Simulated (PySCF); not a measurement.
C₂H₂P₃ (charge -1).
Geometry (GFN2-xTB, Å), atoms numbered from 1 in this order:
```
atom  x, y, z in Å
C1     1.165    0.595   -0.052
P2     0.313    0.955   -1.509
P3    -1.443   -0.111   -1.095
C4    -0.998   -0.718    0.458
P5     0.520   -0.387    1.217
H6     2.160    1.011    0.068
H7    -1.714   -1.340    0.982
```

NICS is the negative of the GIAO shielding at a point without a nucleus: at the ring centre (0) and 1 Å above and below it (1); zz is the component along the ring normal. Level: GIAO PBE0/pcSseg-1 (PySCF, non-relativistic, gas phase) on the GFN2-xTB geometry, one conformer.

Ring bond lengths (Å), with Mayer bond orders in brackets: C1–P2 1.725 (1.35), P2–P3 2.096 (1.31), P3–C4 1.725 (1.35), C4–P5 1.729 (1.29), P5–C1 1.729 (1.29).

Problem. What do the NICS probes read (ppm)?

Solution. 
```json
{"ring": "C1–P2–P3–C4–P5", "type": "5-membered ring with 3 P; formal bonds all aromatic", "NICS(0)": "-13.9", "NICS(1), two faces": "-13.8 / -13.8", "NICS(1)zz, two faces": "-34.5 / -34.5", "rms pucker (Å)": "0.00", "centre to ring atoms, mean (Å)": "1.52"}
```

Problem. What can be read from them?

Solution. 
- C1–P2–P3–C4–P5: mean NICS(1)zz -34.5 ppm, shielded.

Problem. What field does 7.05 T along the ring normal induce along that normal at the first NICS(1) probe listed for ring C1–P2–P3–C4–P5, 1 Å off the ring?

Solution. NICSzz × B0 = -34.5 ppm × 7.05 T = -243 μT, against the applied field.

Problem. How shielded are the nuclei of the rings and their hydrogens (means over atoms taken as equivalent)?

Solution. 
```tsv
atoms	environment	σ isotropic (ppm)	principal values of the symmetric part, first atom (ppm)
C1 (×2)	aromatic CH carbon	12.4	-150.8, 38.6, 149.5
P2 (×2)	phosphorus bonded to C and P	51.6	-210.4, -29.5, 394.6
P5	phosphorus bonded to 2 C	72.5	-156.9, 16.6, 357.9
H6 (×2)	aromatic hydrogen	22.35	20.2, 20.9, 25.9
```
